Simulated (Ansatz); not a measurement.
Geometry optimisation, RKS PBE0-D4/def2-SVP (Ansatz).

Input file:

```yaml
crystal:
  periodic: [false, false, false]
  atoms:
    - { symbol: C, position_ang: [-0.9784, -1.0763, -0.3526] }
    - { symbol: C, position_ang: [-0.1093, -0.0863, -0.1242] }
    - { symbol: C, position_ang: [0.3194, 0.7125, -1.3146] }
    - { symbol: S, position_ang: [1.558, 1.9603, -1.306] }
    - { symbol: C, position_ang: [0.4646, 0.192, 1.2185] }
    - { symbol: F, position_ang: [-0.0766, -0.6102, 2.1792] }
    - { symbol: H, position_ang: [-1.3802, -1.6471, 0.4501] }
    - { symbol: H, position_ang: [-1.3937, -1.2116, -1.3585] }
    - { symbol: H, position_ang: [2.43417, 2.93063, -1.74781] }
    - { symbol: H, position_ang: [1.5466, 0.039, 1.275] }
    - { symbol: H, position_ang: [0.2351, 1.2254, 1.5686] }
basis:
  gaussian: { orbitals: def2-SVP }
hamiltonian:
  xc: pbe0
  dispersion: d4
relax:
  f_tol: 0.02
  max_steps: 50
```

Launched with:

```bash
$ ansatz run input.yaml --threads 2 --pin off --max-ram 3072MiB --backend cpu --events-out ev --progress --plain --runs-dir out
```

Task: Where does it end, and by what steps?

Result: The forces met the threshold. After 11 steps the energy has fallen by 3.189 eV; H9 moved furthest, 0.81 Å.

```
step  energy less start (eV)  largest force component (eV/Å)  accepted
   0                  0.0000                           3.183       yes
   1                 -1.4522                           3.865       yes
   2                 -2.2497                           1.919       yes
   3                 -2.6346                           1.788       yes
   4                 -3.0105                           1.310       yes
   5                 -3.0454                           1.050       yes
   6                 -3.1661                           0.236       yes
   7                 -3.1745                           0.270       yes
   8                 -3.1863                           0.141       yes
   9                 -3.1883                           0.076       yes
  10                 -3.1886                           0.023       yes
  11                 -3.1886                           0.007       yes
```

```xyz
11
Properties=species:S:1:pos:R:3
C -0.929 -0.931 -0.424
C -0.005 0.011 -0.136
C 0.464 0.795 -1.272
S 1.644 1.920 -0.855
C 0.476 0.196 1.279
F -0.139 -0.666 2.148
H -1.344 -1.582 0.350
H -1.261 -1.040 -1.459
H 1.864 2.463 -2.082
H 1.568 0.031 1.329
H 0.282 1.233 1.609
```

Time of the run: 42 s on 2 threads of Arm Neoverse V1 (shared host), peak memory 0.26 GiB.
